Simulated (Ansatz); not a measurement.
Working through a rigid scan of one bond length of AlH2O, SMILES [O][AlH2]

With the Python package of Ansatz (0.2.0).

The cells in order, each with its output:

```python
import ansatz
from ase import Atoms
import numpy as np
```

```python
atoms = Atoms(["O", "Al", "H", "H"], positions=[
    (0.0773, -0.9412, 1.5441),
    (-0.0156, 0.024, -0.0537),
    (-1.1508, -0.3192, -1.1651),
    (1.1445, 1.1761, -0.3456),
])
alh2o = ansatz.Crystal.molecule_from_ase(atoms)

symbols = [site.symbol for site in alh2o.cartesian_sites]
start = np.array([site.position_ang for site in alh2o.cartesian_sites])
axis = (start[2] - start[1]) / np.linalg.norm(start[2] - start[1])
moving = [2]
lengths, energies = [1.43, 1.495, 1.56, 1.625, 1.69, 1.755, 1.82, 1.918], []
for length in lengths:
    xyz = start.copy()
    xyz[moving] += (length - np.linalg.norm(start[2] - start[1])) * axis
    point = ansatz.Crystal.molecule()
    for symbol, place in zip(symbols, xyz):
        point = point.atom(symbol, place.tolist())
    base = (
        point.calculation()
        .basis(gaussian="6-31G*")
        .correlation("ccsd_t")
        .spin("collinear", total=1)
        .scf(lower_state_search="standard")
    )
    rep = base.run(threads=1).report
    energies.append(rep["free_energy_ev"])
    print(f"r = {length:6.3f} A  E = {energies[-1]:.5f} eV  <S^2> = {abs(rep['mean_field']['state']['spin_squared']):.3f}")
```

    r =  1.430 A  E = -8656.25489 eV  <S^2> = 0.758
    r =  1.495 A  E = -8656.40311 eV  <S^2> = 0.758
    r =  1.560 A  E = -8656.46662 eV  <S^2> = 0.758
    r =  1.625 A  E = -8656.46435 eV  <S^2> = 0.758
    r =  1.690 A  E = -8656.41152 eV  <S^2> = 0.758
    r =  1.755 A  E = -8656.32034 eV  <S^2> = 0.758
    r =  1.820 A  E = -8656.20068 eV  <S^2> = 0.758
    r =  1.918 A  E = -8655.98367 eV  <S^2> = 0.759

```python
# quartic fit about the minimum
fit = np.polynomial.Polynomial.fit(lengths, np.array(energies) - min(energies), 4).convert()
roots = [r.real for r in fit.deriv().roots() if abs(r.imag) < 1e-9 and fit.deriv(2)(r.real) > 0]
r_e = min(roots, key=lambda r: abs(r - lengths[int(np.argmin(energies))]))
print(f"minimum of the fit at {r_e:.4f} A, force constant {fit.deriv(2)(r_e):.2f} eV/A^2")
```

    minimum of the fit at 1.5893 A, force constant 13.89 eV/A^2

These settings explore the input space; basis and method may be short of convergence. The rest of the molecule is held rigid at a force-field or estimated start geometry, and the basis set is modest; single-reference methods fail as a bond breaks. The run takes the species as open-shell (spin multiplicity 2), which needn't be its ground state. S² is that of the Hartree-Fock reference. Hardware and time: 57 s on 1 thread of Intel(R) Xeon(R) Platinum 8259CL CPU @ 2.50GHz (Skylake/Cascade Lake), with other jobs on the host, peak memory 0.18 GiB.
